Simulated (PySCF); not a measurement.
# Computed spin Hamiltonian

Compound: C3H7FN (doublet state).
Geometry (GFN2-xTB, Å), atoms numbered from 1 in this order:
```xyz
12
C3H7FN angstrom
N     -1.9398   -0.1233   -0.0555
C     -0.5825   -0.2986   -0.4923
C      0.4925    0.2528    0.5115
C      1.8647    0.0455    0.0423
F      2.3116    0.8837   -0.9227
H     -2.1667    0.8567    0.0685
H     -2.1159   -0.6100    0.8160
H     -0.4594    0.2140   -1.4484
H     -0.4064   -1.3658   -0.6438
H      0.3069    1.3221    0.6421
H      0.3600   -0.2562    1.4686
H      2.3360   -0.9216   -0.0124
```

The hyperfine couplings belong to this conformer and change with its torsions.

As a line formula: `NCC[CH]F` [radical].

The calculation used UKS B3LYP, pcH-1 on C F H N, non-relativistic, mean-field spin-orbit, GIAO (PySCF 2.14.0). Geometry: GFN2-xTB, one conformer, isolated molecule. A GFN2-xTB geometry isn't a minimum of the functional, and hyperfine couplings can be far from their values at a DFT geometry. Stability of the SCF solution: not tested.

| Quantity | Value |
| --- | --- |
| g1, g2, g3 | 2.00204, 2.00413, 2.00494 |
| g_iso | 2.00370 |
| Form of g | rhombic: the two nearest values differ by 28 % of g3 − g1 |
| ⟨S²⟩ | 0.7535 (exact 0.7500) |
| HOMO–LUMO gap, α and β orbitals | 6.29, 5.29 eV |
| Total energy | -273.07739 Eh |
| Basis functions | 195 |

Isotropic coupling and dipolar principal values T1 to T3, in G; ρ(0) is the spin density at the nucleus (MHz turned into gauss with g_iso; 10 G = 1 mT):

```csv
atom,isotope,a_iso,T1,T2,T3,Mulliken spin population,ρ(0) (bohr⁻³)
N1,14N,-0.2,-0.6,-0.5,1.1,0.02,-0.0016
C2,13C,28.0,-2.5,-2.5,4.9,0.06,0.0698
C3,13C,-9.1,-1.0,-0.7,1.7,-0.06,-0.0228
C4,13C,65.1,-29.5,-28.6,58.1,0.93,0.1625
F5,19F,57.3,-94.6,-81.3,175.9,0.07,0.0382
H6,1H,-0.5,-0.9,0.0,1.0,0.00,-0.0003
H7,1H,-0.3,-0.9,-0.1,1.0,0.00,-0.0002
H8,1H,-1.6,-1.7,-0.5,2.2,0.00,-0.0010
H9,1H,-1.8,-1.9,-0.7,2.5,0.00,-0.0011
H10,1H,11.3,-1.9,-1.6,3.6,0.01,0.0071
H11,1H,8.5,-2.1,-1.6,3.7,0.01,0.0053
H12,1H,-14.7,-13.1,-0.9,14.0,-0.04,-0.0093
```

The largest Mulliken spin populations are on C4 (+0.93), F5 (+0.07), C3 (-0.06) and C2 (+0.06). No atom but C4 exceeds +0.15. The angles at C4 add up to 352.3°, so it is slightly pyramidal.

Axes: g2 points within 8° of the C4–F5 bond.

Under fast tumbling the dipolar parts average out, and these isotropic splittings remain: 1 × 19F (F5, I = 1/2, 2 lines) with 5.73 mT, 1 × 1H (H12, I = 1/2, 2 lines) with 1.47 mT, 2 × 1H (H10/H11, I = 1/2, 3 lines) with 0.99 mT, 2 × 1H (H8/H9, I = 1/2, 3 lines) with 0.17 mT and 2 × 1H (H6/H7, I = 1/2, 3 lines) with 0.04 mT.

Nuclei that the bonding pattern makes equivalent are averaged, as if the motion that swaps them (rotation, inversion, ring flip) were fast. The 1H value of +27.7 MHz is a mean of couplings from 23.7 to 31.7 MHz in this one geometry, not an average over conformers.

The 13C coupling of C4 (182.7 MHz) shows only in satellite lines or after enrichment, since that isotope makes up about 1.07 % of natural carbon.

Time: 22 s of wall time (grids of density and orbitals included); peak memory 0.75 GiB. Hardware: an Arm Neoverse V1 with one thread, shared host with 32 logical CPUs at a one-minute load of 34.
